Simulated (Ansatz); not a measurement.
Born–Oppenheimer molecular dynamics of CH4B2 (7 atoms, charge 0, multiplicity 1). It starts from a relaxed structure.

The calculation used UKS PBE0/6-31G* in Ansatz.

| Quantity | Value |
| --- | --- |
| ensemble | NVT, Nosé–Hoover chain |
| time step | 0.5 fs |
| steps asked | 150 |
| set temperature | 300 K |
| thermostat | time constant 100 fs, chain length 3 (defaults) |
| seed | 556797 |

First frame:

```xyz
7
Properties=species:S:1:pos:R:3
B -0.821 -0.397 -0.546
B 0.253 0.712 -0.580
C 0.103 -0.367 0.596
H -1.742 -1.064 -0.875
H 1.001 1.619 -0.773
H 0.932 0.418 0.659
H 0.275 -0.920 1.519
```

Question: How far do the bonds stretch over the last three quarters of this one trajectory? (Pairs bonded in most of those frames.)

Answer: 
| bond | mean (Å) | spread (Å) | shortest | longest |
| --- | --- | --- | --- | --- |
| B1–B2 | 1.500 | 0.015 | 1.47 | 1.53 |
| B1–C3 | 1.578 | 0.047 | 1.51 | 1.67 |
| B1–H4 | 1.183 | 0.012 | 1.16 | 1.21 |
| B2–C3 | 1.590 | 0.034 | 1.53 | 1.63 |
| B2–H5 | 1.189 | 0.042 | 1.13 | 1.25 |
| C3–H6 | 1.089 | 0.013 | 1.07 | 1.11 |
| C3–H7 | 1.088 | 0.004 | 1.08 | 1.10 |

Mean temperature of the second half: 129 K. The conserved energy stayed within 0.15 meV per atom of its start (net change 0.12 meV per atom), so the integration is sound. The mean temperature of the second half is 57 % below the set value. A run of 0.075 ps of so small a system gives no equilibrium averages.

The run took 3.1 min on 1 thread of INTEL(R) XEON(R) PLATINUM 8581C CPU @ 2.30GHz (Emerald Rapids), on a shared host, peak memory 0.13 GiB.
